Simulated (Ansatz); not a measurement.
Scan of H₂Li, doublet: collinear Li-H-H surface. Scanned: Li-H distance and H-H distance.

Calculation: unrestricted B3LYP/cc-pVDZ (Ansatz, a program for electronic structure).

Energy in kJ/mol above the lowest grid point; x is the Li-H distance (Å), y the H-H distance (Å).

```csv
y \ x,1.36,1.46,1.60,1.74,1.87,2.01,2.23,2.40,2.71,2.96,3.44,3.86,4.64
2.15,227.4,210.3,202.2,206.2,216.6,232.0,260.5,283.4,322.3,347.4,379.9,396.8,412.7
1.75,221.7,203.4,193.4,195.3,203.4,216.1,239.3,257.5,286.8,305.6,331.0,344.7,357.8
1.52,215.8,195.6,182.5,180.8,185.3,193.6,209.6,222.1,242.2,255.0,272.2,281.4,290.0
1.39,208.3,186.4,170.5,165.7,167.0,171.9,182.6,191.3,205.4,214.3,225.9,231.8,237.0
1.22,187.5,163.3,143.5,134.2,131.1,131.3,134.9,138.7,145.3,149.5,155.0,157.8,160.2
1.11,165.5,140.3,118.4,106.5,100.9,98.3,98.0,99.1,101.7,103.7,106.4,107.9,109.3
1.04,148.3,122.8,99.9,86.8,79.9,75.9,73.5,73.2,73.9,74.7,76.1,77.0,77.9
0.92,116.3,91.2,67.9,53.6,45.4,39.7,34.8,32.8,30.9,30.3,30.0,30.1,30.5
0.87,104.2,79.7,56.7,42.3,33.7,27.7,22.1,19.6,17.0,16.0,15.1,15.0,15.2
0.80,92.4,68.8,46.4,32.2,23.5,17.3,11.1,8.1,4.8,3.2,1.8,1.5,1.4
0.74,90.8,68.1,46.5,32.6,24.1,17.8,11.4,8.1,4.3,2.5,0.7,0.2,0.0
0.67,105.9,84.2,63.5,50.2,41.9,35.7,29.3,26.0,21.9,19.8,17.7,17.0,16.7
0.63,126.7,105.5,85.3,72.4,64.3,58.3,51.9,48.5,44.4,42.2,40.0,39.3,38.9
```

Points that lie below all their neighbours on the grid: x = 4.64, y = 0.74 on the edge of the grid (0.0 kJ/mol).
